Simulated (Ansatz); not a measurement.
Complex (SMILES): Cl (HCl) with S (H2S), atoms 1 to 2 the first; geometry from NCB31 set, monomers rigid:
```xyz
5

Cl    -1.9116     0.0000     0.0035
H     -0.6273    -0.0001    -0.1041
S      1.8425     0.0000    -0.1015
H      1.8228    -0.9618     0.8347
H      1.8219     0.9619     0.8346
```

Interaction energy at PBE with Ansatz (a first-principles code), kcal/mol, without and with the counterpoise correction (monomers among the partner's ghost functions). Cartesian d functions, on some or all atoms, in 6-311+G**; all else is spherical. The program fits the integrals of some runs and decomposes those of others, by size. No added dispersion term, no relativity. Reference, counterpoise-corrected: the value in aug-pcseg-3, -3.90.

| basis | functions | uncorrected |
|---|---|---|
| 3-21G | 32 | -6.51 |
| def2-SVPD | 78 | -4.85 |
| 6-311+G** | 80 | -4.38 |
| aug-pcseg-1 | 81 | -4.71 |
| def2-TZVP | 92 | -4.39 |
| 6-311++G(2d,2p) | 100 | -4.39 |
| def2-TZVPP | 126 | -4.30 |
| def2-QZVPP | 230 | -4.02 |

Q: How large is the counterpoise correction in each set?

A: 3-21G 2.24, def2-SVPD 0.80, 6-311+G** 0.37, aug-pcseg-1 0.52, def2-TZVP 0.39, 6-311++G(2d,2p) 0.32, def2-TZVPP 0.38, def2-QZVPP 0.10 kcal/mol. The corrected value lies nearer the reference in 8 of 8 rows.
